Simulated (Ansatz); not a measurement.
## Relative stability

The two ends of one reaction step of CH5O, doublet (PBE0-D4/def2-TZVP).

A:

| atom | x (Å) | y (Å) | z (Å) |
| --- | --- | --- | --- |
| H1 | -0.6659 | -0.7212 | 0.3816 |
| C2 | 0.3529 | -0.3470 | 0.5422 |
| O3 | 0.7557 | 0.5596 | -0.4582 |
| H4 | -2.0555 | 0.3030 | -2.0702 |
| H5 | 1.0358 | -1.1959 | 0.4981 |
| H6 | 0.4130 | 0.0869 | 1.5480 |
| H7 | 0.1640 | 1.3147 | -0.4414 |

B:

```json
{"atom": "H1", "x (Å)": "-1.8150", "y (Å)": "-0.0066", "z (Å)": "-1.4273"}
{"atom": "C2", "x (Å)": "0.9164", "y (Å)": "-0.4333", "z (Å)": "0.7838"}
{"atom": "O3", "x (Å)": "0.9976", "y (Å)": "0.4878", "z (Å)": "-0.2076"}
{"atom": "H4", "x (Å)": "-1.9958", "y (Å)": "0.6169", "z (Å)": "-1.0563"}
{"atom": "H5", "x (Å)": "1.8024", "y (Å)": "-0.4982", "z (Å)": "1.3980"}
{"atom": "H6", "x (Å)": "-0.0579", "y (Å)": "-0.7076", "z (Å)": "1.1717"}
{"atom": "H7", "x (Å)": "0.1523", "y (Å)": "0.5410", "z (Å)": "-0.6619"}
```

Ansatz 0.2.0; basis: def2-TZVPP; cores frozen in the correlated methods; orbitals are unrestricted. B3LYP uses VWN-RPA correlation.

Question: Which structure is lower at CCSD(T), and by how much? (Judge from chemistry; the value comes from the calculation.)

Answer: Computed: B, by 0.285 eV (electronic energy, against the other). By their contacts, A is a complex of CH₄O ([CH3][OH]) + H and B is a complex of CH₃O ([CH2][OH]) + H₂.

All methods give the same order:

| method | E(B) − E(A) (eV) |
| --- | --- |
| SPW92 | -0.236 |
| PBE-D4 | -0.306 |
| BLYP-D4 | -0.475 |
| r2SCAN-D4 | -0.429 |
| B97M-V | -0.290 |
| PBE0-D4 | -0.263 |
| B3LYP-D4 | -0.430 |
| r2SCAN0-D4 | -0.401 |
| BHLYP-D4 | -0.377 |
| CAM-B3LYP-D4 | -0.377 |
| wB97X-V | -0.286 |
| wB97M-V | -0.307 |
| B2PLYP | -0.338 |
| PBE-QIDH | -0.196 |
| RPA on PBE | -0.326 |
| HF | -0.177 |
| MP2 | -0.099 |
| CCSD | -0.300 |
| CCSD(T) | -0.285 |

No T1 diagnostic of these runs exceeds 0.016. ⟨S²⟩ of the unrestricted Hartree–Fock references: 0.75 to 0.76 (a pure state has 0.75).

Labels in which every atom is bracketed show which atoms are joined, not bond orders.

For scale, one of the runs: CCSD(T)/def2-TZVPP, 132 basis functions, launched by `ansatz run in.yaml --threads 2 --pin off --events-out ev --progress --plain --max-ram 4352MiB`. Hardware: 2 CPU threads of an AMD EPYC 7R43, shared host. Wall time 32 s; peak host memory 1.6 GiB.
